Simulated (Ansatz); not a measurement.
## How far each method lies from UCCSDT(Q) for BGeNH⁺, triplet

Geometry: that of the BGeNH, doublet, kept fixed.

```xyz
4

Ge    0.0000    0.0595    0.5059
B     0.0000    0.4513   -1.6758
N     0.0000   -0.7539   -1.1543
H     0.0000    1.3446   -2.4452
```

Basis cc-pVDZ; Ansatz 0.2.0. Correlated methods freeze the noble-gas cores and the filled d shells of p-block atoms, which leaves 12 electrons in 44 orbitals. R marks a restricted (for open shells ROHF) determinant, U an unrestricted one. Active spaces: frontier = (10e, 10o) about the gap. No spin–orbit coupling is included, and no scalar relativity.

Full CI isn't at hand for all of this; UCCSDT(Q) serves as the reference, and is uncertain by about the last step of the cluster series. The frozen core follows each run's orbitals, which can shift R against U totals by a few meV for light atoms and by up to 0.1 eV past Ca.

- UHF ⟨S²⟩: 2.038
- T1 diagnostic (RCCSD): 0.0331
- largest doubles amplitude (RCCSD): 0.062
- T1 diagnostic (UCCSD): 0.0339

| level | E − E(UCCSDT(Q)) (meV) | share of correlation (%) | wall time |
| --- | --- | --- | --- |
| UHF | 8429 | 3.24 | – |
| UMP2 | 1192 | 86.32 | – |
| UCCSD | 451 | 94.82 | – |
| UCCSD(T) | 76 | 99.12 | 16 s |
| UCCSDT | 41 | 99.53 | – |

The correlation energy at UCCSDT(Q), counted from RHF, is -8.711 eV. That run took 61 s on 1 thread of Arm Neoverse V2, shared host.

Run but not shown, since their state or frozen core can't be matched to the reference's or they repeat it: RHF, RMP2, RCCSD, RCCSD(T), BCCD(T), RCCSDT, RCCSDT(Q), CASSCF (frontier space), NEVPT2 (frontier space).

Times hold each run's SCF and search for its determinant on a shared host, so for small cases they say little of a method's own cost; they ran on 1 thread of Arm Neoverse V2.
